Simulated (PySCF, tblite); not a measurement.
# BH₅SSi− (doublet): geometry, infrared bands and EPR parameters

Wanted: the infrared bands and EPR parameters of BH₅SSi− (doublet) (`[BH2-]S[SiH3]`), by calculation.

Programs: tblite 0.8.0 and PySCF 2.14.0, with density-fitted response routines of our own. Each step states its level of theory. These are calculated values for one molecule in the gas phase, unless marked as measured. Atoms count from 0, in the outputs and in this text.

### Step 1. The molecule as given

8 atoms, charge -1, multiplicity 2; geometry from: force field or distance geometry start.

Bonds of the start (Å): B0–S1 1.90, S1–Si2 2.13, B0–H3 1.20, B0–H4 1.19, Si2–H5 1.47, Si2–H6 1.48, Si2–H7 1.46.

### Step 2. Optimising the geometry with GFN2-xTB

Job settings and geometry (Å):

```
{"job": {"kind": "relax", "xc": "GFN2-xTB", "basis": "xTB"}, "charge": -1, "multiplicity": 2}
B      1.880900    -0.020000     0.274600
S      0.410600    -0.755600    -0.671400
Si    -1.457600     0.000100     0.032600
H      2.054600     1.086000    -0.145800
H      2.850700    -0.641500    -0.017900
H     -2.086200     0.879800    -0.969700
H     -2.356600    -1.172400     0.131800
H     -1.287400     0.632900     1.341100
```

Launch:

```sh
OMP_NUM_THREADS=1 python probes_run.py task.json out
```

This one command runs all jobs of the session in turn.

**Question.** This job is followed by: GFN2-xTB harmonic vibrations, gas phase; UKS B3LYP, pcH-1 on B H S Si, non-relativistic, mean-field spin-orbit, GIAO. Predict these results of the whole session: strongest single infrared mode (GFN2-xTB); zero-point energy (GFN2-xTB); g(iso) (B3LYP); ⟨S²⟩; largest a(iso) (averaged by class).

As calculated:

```
                                 quantity                    value
strongest single infrared mode (GFN2-xTB)    1914 cm⁻¹, 729 km/mol
             zero-point energy (GFN2-xTB)            26.0 kcal/mol
                           g(iso) (B3LYP)                  2.00118
                                     ⟨S²⟩       0.757 (exact 0.75)
       largest a(iso) (averaged by class)  29Si on Si2, -500.3 MHz
```

**Reading.** Over 77 steps the energy fell by 0.454 eV; of the close pairs, S1–Si2 changed most, 2.135 to 2.272 Å. All 18 modes are real, so the xTB geometry is a minimum. The strongest single mode, at 1914 cm⁻¹, moves mainly H6. Unscaled tight-binding wavenumbers are off by several per cent, some by more. Its intensities can rank the bands wrongly. B0 carries the largest spin population, 0.64 e. The isotropic g lies 1.1 ppt below the free-electron value. The records flag this anion as possibly unbound in the gas phase, so the basis may hold the extra electron. The conformer search (at its own cheap level) found a structure 13.2 kcal/mol lower, too far down for a turn about a bond: it may have other bonds, so these spectra needn't be the molecule's.
